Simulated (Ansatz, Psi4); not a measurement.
Gas-phase reaction in SMILES: OCC [ethanol] -> C[CH2] (C2H5) + [OH] (HO) (the C-O bond breaks)

Quantity: bond dissociation energy (enthalpy at 298 K), in kcal/mol. Terms: no dispersion term unless named; non-relativistic; spin-orbit terms left out; UHF or UKS for open shells; 6-31G* and kin with 6d, 5d where marked; valence correlation only; 6-311+G** with 5d; LANL2DZ all-electron up to Ne. CBS(X,Y): correlation extrapolated as X^-3; Hartree-Fock from the larger set. The bracket is a focal-point correction in the basis named. First-principles rows: single points at B3LYP-D3(BJ) geometries (Ansatz, a quantum-chemistry and plane-wave program), with unscaled harmonic terms from B3LYP/6-31G* at its own minima.

Measured values: Active Thermochemical Tables 1.112 (ions: stationary electron), as tabulated in the package chemicals; G2/97 table in ASE (Curtiss et al.); G2/97 table in ASE (Curtiss et al.), the entry of HO doubted and unchecked; they hold spin-orbit and core effects, anharmonicity and other conformers. 

Value to compare with, the measured value: 94.4 kcal/mol.

| level | program | bond dissociation energy (enthalpy at 298 K) (kcal/mol) | error |
|---|---|---|---|
| HF/LANL2DZ | Ansatz | 44.2 | -50.2 |
| PBE/3-21G | Ansatz | 95.4 | 1.0 |
| PBE/def2-SVP | Ansatz | 97.8 | 3.4 |
| B3LYP/6-31G* | Ansatz | 89.8 | -4.6 |
| B3LYP/6-311+G** | Ansatz | 86.8 | -7.6 |
| PBE0/6-31G* | Ansatz | 91.8 | -2.6 |
| wB97X-D/6-31G* | Psi4 | 93.8 | -0.6 |
| B3LYP-D3(BJ)/def2-TZVPD | Ansatz + dftd3 | 88.7 | -5.7 |
| RI-MP2/CBS(aug-cc-pVTZ,aug-cc-pVQZ)+[CCSD(T)-MP2]/aug-cc-pVTZ | Ansatz | 94.3 | -0.1 |

Among the 7 habitual levels, HF/LANL2DZ lies farthest from the measured value (-50.2 kcal/mol); 2 of 7 lie above it, and their mean absolute error is 10.0 kcal/mol, the median 3.4. One case shows no general order.

The levels are drawn from those run, B3LYP/6-31G* more often than the rest, none by its result; runs whose electronic state is in doubt are left out.
